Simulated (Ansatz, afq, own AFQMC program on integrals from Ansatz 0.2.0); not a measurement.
**GeH$_{2}$O⁺, doublet: AFQMC among the cluster methods**

```yaml
atoms:
  - { symbol: Ge, position_ang: [0.0000, 0.0000, 0.2692] }
  - { symbol: O, position_ang: [0.0000, 0.0000, -1.3631] }
  - { symbol: H, position_ang: [0.0000, 1.2866, 1.1183] }
  - { symbol: H, position_ang: [0.0000, -1.2866, 1.1183] }
```

Connectivity, by distances: GeH2–O.

Basis cc-pVTZ. Only valence electrons are correlated. AFQMC by an in-house program on the Cholesky factors that Ansatz 0.2.0 writes for its CCSD(T) run. ph-AFQMC/CISD is guided by a CISD state made of CCSD amplitudes; releasing the constraint for a short imaginary time cuts its bias at the price of noise, slowly where states lie close. Free projection: walkers drawn from exp(T), propagated without any constraint. Its projection time is finite, and what remains of the start isn't in its error. Uncertainties: one standard error, sampling alone. No spin–orbit coupling.

Determinant: ROHF, the one that the program's search chose, which needn't be the lowest solution. The geometry is a PBE0/def2-TZVP stationary point of this or a neighbouring charge and spin state.

No full CI on the walks' own integrals is used here. The released AFQMC energy serves as the reference, which it does only where one determinant dominates, the energy is flat over the last release times and near the phaseless one (40 meV or 2 meV an electron, half that with transition metals). On small molecules, where full CI could be run and the noise was under 10 meV, such values lay within 10 meV of it in 19 cases of 20, a flattering rate, since the rule was set on those same cases; what remains of the bias isn't in the error bar.

Cautions: no relativity below Rb; no spin-orbit coupling; inner d shell frozen; the released value is read at 1.62 1/Eh, later times being too noisy (meV from the phaseless value at times in 1/Eh: -17 ± 6 at 0.24, -9 ± 4 at 0.51, -26 ± 13 at 0.99, -9 ± 8 at 1.62, -15 ± 16 at 2.40).

The T1 diagnostic is 0.0326. The weight of the determinant in the CISD state is 0.877 and the size of the correlated space is 11 electrons in 86 orbitals.

```tsv
level	correlation energy (eV)
MP2	-7.7218
CCSD	-8.4809
CCSD(T)	-8.7639
```

**Question.** Estimate where free-projection AFQMC lies against CCSD(T) on the same integrals.

**Answer.** 1.32 ± 0.38 mEh below CCSD(T).

Reference: AFQMC with the constraint released, correlation energy -8.810 ± 0.008 eV.

```json
{"level": "CCSD(T)", "E − E(reference) (mEh)": "1.70 ± 0.28", "share of correlation (%)": "99.48"}
{"level": "ph-AFQMC/HF", "E − E(reference) (mEh)": "-0.96 ± 1.04", "share of correlation (%)": "100.30"}
{"level": "ph-AFQMC/CISD", "E − E(reference) (mEh)": "0.34 ± 0.31", "share of correlation (%)": "99.89"}
{"level": "free AFQMC", "E − E(reference) (mEh)": "0.38 ± 0.47", "share of correlation (%)": "99.88"}
```

Free projections are given only where their last times agree within the noise and don't stop above the reference; a slow remainder of the start can still hide under it. A walk keeps the symmetry of its determinant, which the program's search chose and which needn't be the lowest solution, so a lower state of the same spin and another symmetry isn't excluded. Released energies are given only where the last usable release times agree within the noise; a slower fall can still hide under it.
